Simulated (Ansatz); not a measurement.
`CC1=CCCC1`. Total charge 0; spin multiplicity 1.

Z-matrix (Å, degrees):
```
C
C 1 1.486
H 1 1.095 2 111.0
H 1 1.091 2 111.7 3 -121.0
H 1 1.096 2 110.9 3 118.2
C 2 1.331 1 127.5 3 122.3
C 2 1.506 1 121.7 3 -60.6
C 6 1.499 2 112.6 1 177.3
H 6 1.085 2 124.3 1 0.1
C 7 1.534 2 103.6 1 168.8
H 7 1.099 2 109.8 1 -71.3
H 7 1.095 2 112.6 1 46.7
H 8 1.098 6 110.5 2 -105.7
H 8 1.094 6 113.2 2 135.2
H 10 1.093 7 109.1 2 -95.7
H 10 1.091 7 113.1 2 145.1
```

Q: List the harmonic frequencies (cm⁻¹, unscaled) at PBE0-D4/def2-TZVP in Ansatz. (An estimate is asked.)

A: Ansatz gave: 144, 182, 244, 320, 446, 584, 655, 809, 838, 886, 907, 931, 953, 1021, 1029, 1056, 1086, 1156, 1182, 1232, 1257, 1283, 1325, 1334, 1368, 1408, 1470, 1473, 1478, 1481, 1500, 1738, 3015, 3018, 3032, 3058, 3069, 3080, 3083, 3118, 3131, 3193.

Q: Is this a minimum?

A: Yes, all 42 modes are real.

Q: Give the ideal-gas thermochemistry at 298.15 K and 1 bar (rigid rotor, harmonic oscillator; point group C1, symmetry number 1).

A: Zero-point energy 380.3 kJ/mol; H(298) − E = 398.9 kJ/mol; entropy 321.3 J/(mol·K), of which translation 163.8, rotation 110.0, vibration 47.5; G(298) − E = 303.1 kJ/mol.

Q: Rotational constants (cm⁻¹)?

A: 0.2348, 0.1023, 0.07579.
